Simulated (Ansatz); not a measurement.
Geometry optimisation, RKS PBE/def2-SVP in Ansatz 0.2.0.

The input (input.yaml):

```yaml
crystal:
  periodic: [false, false, false]
  atoms:
    - { symbol: Li, position_ang: [-2.32408, -1.0369, -0.41504] }
    - { symbol: C, position_ang: [-0.33415, -0.63285, 0.07448] }
    - { symbol: C, position_ang: [0.46131, 0.5283, -0.1226] }
    - { symbol: H, position_ang: [0.27281, -1.4239, 0.53511] }
    - { symbol: H, position_ang: [0.06049, 1.29819, -0.77827] }
    - { symbol: H, position_ang: [0.31893, 0.87374, 0.92968] }
    - { symbol: H, position_ang: [1.54469, 0.39342, -0.22336] }
total_charge: 1
basis:
  gaussian: { orbitals: def2-SVP }
hamiltonian:
  xc: pbe
relax:
  f_tol: 0.02
  max_steps: 50
```

Launched with:

```bash
$ ansatz run input.yaml --threads 1 --pin off --max-ram 2048MiB --backend cpu --events-out ev --progress --plain --runs-dir out
```

Where does it end, and by what steps?

The run converged. Limits of this set-up: the dipole of an ion depends on the origin. After 21 steps the energy has fallen by 2.191 eV; H6 moved furthest, 1.28 Å. Parted: C3–H6. Joined: Li1–C3, C2–H6.

```
step  energy less start (eV)  largest force component (eV/Å)  accepted
   0                  0.0000                           0.812       yes
   1                 -0.0344                           0.534       yes
   2                 -0.0564                           0.215       yes
   3                 -0.0616                           0.148       yes
   4                 -0.0772                           0.203       yes
   5                 -0.1159                           0.357       yes
   6                 -0.1536                           0.157       yes
   7                 -0.1726                           0.257       yes
   8                 -0.2419                           0.915       yes
   9                 -0.4810                           1.976       yes
  10                 -1.0118                           1.658       yes
  11                 -1.4803                           1.649       yes
  12                 -1.8036                           2.245       yes
  13                 -1.9640                           1.677       yes
  14                 -2.0350                           1.507       yes
  15                 -2.1046                           0.517       yes
  16                 -2.1536                           0.368       yes
  17                 -2.1767                           0.411       yes
  18                 -2.1853                           0.333       yes
  19                 -2.1896                           0.188       yes
  20                 -2.1908                           0.025       yes
  21                 -2.1908                           0.002       yes
```

```xyz
7
Properties=species:S:1:pos:R:3
Li -1.490 -0.725 -1.081
C -0.018 -0.214 0.706
C 0.467 0.433 -0.380
H 0.333 -1.227 0.979
H 0.187 1.480 -0.602
H -0.711 0.279 1.412
H 1.231 -0.026 -1.034
```

The run took 31 s on 1 thread of Arm Neoverse V1 (shared host), peak memory 0.1 GiB.
